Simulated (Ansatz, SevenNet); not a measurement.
Elastic constant C11 (GPa) of solids drawn from the class of elemental solids other than molecular ones, at two levels: the machine-learned potential SevenNet-l3i5 (trained on PBE and PBE+U data), and r²SCAN (Ansatz, a program for electronic structure, PAW).

```csv
solid,SevenNet-l3i5,r²SCAN,shift (%)
double-hcp La,36.6,42.7,+16.7
fcc Pt,295,329,+11.5
diamond,812,1112,+37
hcp Tc,359,514,+43
hcp Ti,135,188,+39
hcp Cd,61.0,128,+110
fcc Sr,14.3,14.7,+2.8
hcp Sc,94.9,99.6,+5.0
fcc Al,105,132,+26
hcp Zn,122,222,+82
```

The shifts run from +2.8 % to +110 %, with a median of +31 %.

Over all 10 rows r²SCAN is the larger in 10.

Ansatz's runs of these crystals have no spin polarisation. Meta-GGA and hybrid levels favour moments, which can bear on fcc Pt, hcp Ti, hcp Sc.

Spin–orbit coupling is left out, also for the solids with elements from indium on (double-hcp La, fcc Pt); its size isn't shown.

Each level is taken at its own relaxed cell. Ansatz's density-functional and Hartree–Fock values are scalar-relativistic unless marked +SOC, with PAW data made under PBE.
